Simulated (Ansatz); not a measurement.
Steps of a relaxation of C3H6F2O, SMILES `CCC(O)(F)F` with RKS PBE-D4/def2-SVP.

```sh
$ ansatz run in.yaml --threads 4 --pin off --events-out ev --progress --plain --max-ram 10444MiB
```

```yaml
crystal:
  periodic: [false, false, false]
  atoms:
    - {symbol: C, position_ang: [-1.338100, -0.396700, -0.628600]}
    - {symbol: C, position_ang: [-0.065200, -0.706100, 0.013700]}
    - {symbol: C, position_ang: [0.725100, 0.530300, 0.314800]}
    - {symbol: O, position_ang: [2.057600, 0.218200, 0.930600]}
    - {symbol: F, position_ang: [0.113700, 1.349200, 1.157700]}
    - {symbol: F, position_ang: [1.047500, 1.249200, -0.785800]}
    - {symbol: H, position_ang: [-1.966600, 0.283300, 0.018900]}
    - {symbol: H, position_ang: [-1.191300, 0.197900, -1.590400]}
    - {symbol: H, position_ang: [-1.952000, -1.244500, -0.813100]}
    - {symbol: H, position_ang: [0.509600, -1.363200, -0.625700]}
    - {symbol: H, position_ang: [-0.260200, -1.264700, 0.957700]}
    - {symbol: H, position_ang: [2.396800, 1.092100, 1.084300]}
basis:
  gaussian: {orbitals: def2-SVP}
hamiltonian: {xc: pbe, dispersion: d4}
relax: {f_tol: 0.03, max_steps: 200}
```

Positions (Å) and forces (eV/Å) along the path, 6 of 6 steps:

```xyz
12
step=1 energy=-10670.3733 eV
C    -1.338   -0.397   -0.629   -1.521    3.032   -0.926
C    -0.065   -0.706    0.014    0.690   -0.532    1.175
C     0.725    0.530    0.315    4.307   -1.068    1.177
O     2.058    0.218    0.931   -2.981   -1.416   -1.111
F     0.114    1.349    1.158   -1.158    0.932    0.713
F     1.048    1.249   -0.786   -0.581    0.345   -0.845
H    -1.967    0.283    0.019    0.325   -0.310   -0.254
H    -1.191    0.198   -1.590   -0.143   -0.656    0.619
H    -1.952   -1.244   -0.813   -0.728   -1.367   -0.450
H     0.510   -1.363   -0.626    0.790   -0.445   -0.386
H    -0.260   -1.265    0.958    0.342    0.192    0.010
H     2.397    1.092    1.084    0.656    1.293    0.277
12
step=2 energy=-10670.7720 eV
C    -1.365   -0.373   -0.633   -0.705    0.930   -0.382
C    -0.050   -0.688    0.021    0.133   -0.349    0.396
C     0.754    0.547    0.327    2.265   -1.372    0.609
O     2.016    0.165    0.932   -1.972    0.562   -0.909
F     0.095    1.372    1.159   -0.406    0.640    0.469
F     1.012    1.261   -0.806    0.004    0.288   -0.237
H    -1.996    0.291    0.005    0.194   -0.153   -0.068
H    -1.225    0.174   -1.599    0.016   -0.219    0.237
H    -1.961   -1.269   -0.836   -0.118   -0.404   -0.092
H     0.568   -1.341   -0.615    0.186   -0.100   -0.119
H    -0.196   -1.228    0.981    0.048    0.054   -0.058
H     2.425    1.033    1.099    0.354    0.124    0.154
12
step=3 energy=-10670.9072 eV
C    -1.385   -0.361   -0.638   -0.019   -0.253   -0.002
C    -0.048   -0.687    0.027   -0.071    0.002   -0.066
C     0.786    0.542    0.342   -0.360   -0.489   -0.264
O     1.953    0.169    0.909    0.718    0.445    0.299
F     0.110    1.400    1.172   -0.234    0.269    0.166
F     1.025    1.273   -0.802    0.005    0.184   -0.191
H    -2.007    0.286    0.008   -0.012    0.022    0.041
H    -1.232    0.165   -1.598    0.042    0.074   -0.070
H    -1.958   -1.290   -0.855    0.079    0.119    0.070
H     0.585   -1.340   -0.611   -0.085    0.045    0.010
H    -0.185   -1.224    0.988   -0.052   -0.012   -0.009
H     2.433    1.012    1.091   -0.009   -0.404    0.016
12
step=4 energy=-10670.8215 eV rejected
C    -1.398   -0.371   -0.645    0.054    0.272    0.135
C    -0.076   -0.717    0.024    0.785    0.078    0.044
C     0.789    0.489    0.329    0.495    2.312    0.493
O     1.992    0.222    0.930   -0.428   -0.937   -0.217
F     0.094    1.402    1.149   -0.074   -0.576   -0.122
F     1.031    1.282   -0.805   -0.194   -0.720    0.025
H    -1.993    0.282    0.023   -0.054   -0.006   -0.065
H    -1.220    0.180   -1.590   -0.040   -0.038    0.018
H    -1.985   -1.279   -0.864   -0.016   -0.084   -0.020
H     0.562   -1.349   -0.622   -0.048   -0.262   -0.072
H    -0.199   -1.247    0.988   -0.090   -0.083   -0.020
H     2.478    1.052    1.118   -0.388    0.044   -0.198
12
step=5 energy=-10670.9233 eV
C    -1.380   -0.361   -0.636   -0.004   -0.003    0.001
C    -0.047   -0.698    0.027   -0.018    0.007   -0.006
C     0.781    0.536    0.335    0.028   -0.031    0.015
O     1.964    0.189    0.916    0.036    0.038    0.025
F     0.081    1.401    1.155    0.003    0.005    0.020
F     1.009    1.267   -0.817    0.023    0.013   -0.012
H    -1.992    0.289    0.020   -0.006   -0.003   -0.003
H    -1.217    0.178   -1.589   -0.014   -0.005   -0.006
H    -1.959   -1.280   -0.851    0.000   -0.006   -0.001
H     0.574   -1.352   -0.618    0.006    0.007   -0.012
H    -0.192   -1.239    0.983   -0.004    0.013    0.008
H     2.454    1.015    1.109   -0.050   -0.034   -0.028
12
step=6 energy=-10670.9238 eV
C    -1.383   -0.363   -0.637    0.007    0.009    0.003
C    -0.048   -0.693    0.025   -0.001   -0.007    0.000
C     0.785    0.537    0.337   -0.009   -0.016   -0.012
O     1.966    0.186    0.918    0.010    0.000    0.011
F     0.087    1.403    1.159   -0.006    0.008    0.006
F     1.018    1.270   -0.813    0.006    0.009   -0.002
H    -1.998    0.286    0.017   -0.001    0.000    0.001
H    -1.226    0.173   -1.594   -0.001    0.000   -0.003
H    -1.958   -1.285   -0.848    0.005   -0.002    0.004
H     0.574   -1.347   -0.620   -0.001    0.003    0.000
H    -0.193   -1.234    0.982   -0.001    0.000    0.000
H     2.455    1.013    1.108   -0.008   -0.004   -0.009
```

Run time 9 s (4 threads of an Arm Neoverse V1 on a shared host); peak host memory 0.15 GiB.
